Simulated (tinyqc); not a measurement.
Inside a calculation. Method: UHF in the sto-3g basis, for CH2, spin multiplicity 3. One step of it, computed by the program tinyqc.

Task: Iteration 2: DIIS coefficients. Solve [B -1; -1 0][c; lambda] = [0; -1] for the coefficients, which sum to one.

B (overlaps of the stored error matrices):
```
                1               2
1   3.8886923e-01  -1.3142981e-02
2  -1.3142981e-02   2.6943515e-02
```

Give: DIIS coefficients.

Result:

DIIS coefficients: 0.091  0.909
